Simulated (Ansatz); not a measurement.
The inner images of a band of H2O + H4Si (8 atoms, charge 0, multiplicity 1) are given out of order.

The calculation used RKS revPBE-D4/def2-SVPD in Ansatz 0.2.0.

Image 0:

```xyz
8
Properties=species:S:1:pos:R:3
Si 0.486 0.057 -0.173
H 0.530 -0.019 1.326
H 1.902 0.041 -0.686
H -0.178 1.324 -0.618
H -0.230 -1.140 -0.729
O -2.524 0.025 0.991
H -2.889 -0.832 0.711
H -2.360 -0.085 1.943
```

Image 8:

```xyz
8
Properties=species:S:1:pos:R:3
Si -0.379 -0.158 -0.600
H -0.208 0.897 2.918
H 0.753 -0.910 0.046
H -0.151 1.317 -0.497
H -0.471 -0.577 -2.044
O -1.850 -0.436 0.213
H -2.173 -1.352 0.212
H -0.783 0.590 2.516
```

Task: Put them in order from the first end to the last, with their energies above the first end.
A.
```xyz
8
Properties=species:S:1:pos:R:3
Si 0.390 0.114 -0.181
H 0.179 0.115 1.309
H 1.833 -0.210 -0.438
H 0.055 1.468 -0.730
H -0.471 -0.932 -0.825
O -2.688 -0.124 1.094
H -2.627 -1.059 0.836
H -1.934 -0.001 1.697
```
B.
```xyz
8
Properties=species:S:1:pos:R:3
Si -0.408 -0.111 -0.534
H -0.064 0.693 2.636
H 0.724 -0.787 0.191
H -0.223 1.374 -0.512
H -0.441 -0.620 -1.949
O -1.902 -0.382 0.241
H -2.189 -1.306 0.311
H -0.760 0.509 2.380
```
C.
```xyz
8
Properties=species:S:1:pos:R:3
Si -0.177 0.038 -0.146
H -0.129 0.557 1.598
H 1.184 -0.561 0.101
H -0.124 1.447 -0.646
H -0.704 -0.813 -1.289
O -1.918 -0.249 0.753
H -2.219 -1.176 0.842
H -1.176 0.127 1.549
```
D.
```xyz
8
Properties=species:S:1:pos:R:3
Si -0.316 -0.034 -0.232
H -0.096 0.541 1.778
H 1.044 -0.614 0.140
H -0.123 1.423 -0.554
H -0.721 -0.783 -1.447
O -1.891 -0.255 0.619
H -2.236 -1.157 0.736
H -0.922 0.251 1.725
```
E.
```xyz
8
Properties=species:S:1:pos:R:3
Si -0.388 -0.068 -0.342
H -0.053 0.545 2.016
H 0.887 -0.675 0.207
H -0.148 1.407 -0.475
H -0.650 -0.720 -1.654
O -1.882 -0.270 0.496
H -2.241 -1.168 0.581
H -0.787 0.320 1.936
```
F.
```xyz
8
Properties=species:S:1:pos:R:3
Si -0.407 -0.094 -0.442
H -0.037 0.624 2.299
H 0.769 -0.737 0.244
H -0.193 1.387 -0.486
H -0.524 -0.676 -1.820
O -1.891 -0.317 0.372
H -2.222 -1.227 0.438
H -0.758 0.410 2.160
```
G.
```xyz
8
Properties=species:S:1:pos:R:3
Si 0.141 0.133 -0.138
H -0.049 0.370 1.361
H 1.520 -0.439 -0.125
H 0.022 1.495 -0.744
H -0.680 -0.815 -0.975
O -2.345 -0.208 0.974
H -2.302 -1.175 0.878
H -1.568 0.010 1.534
```

Result: A (+0.04 eV), G (+0.45 eV), C (+1.62 eV), D (+0.83 eV), E (+0.08 eV), F (-0.21 eV), B (-0.29 eV).

The run took 3.4 min on 2 threads of Arm Neoverse V2, with other jobs on the host, peak memory 0.14 GiB.
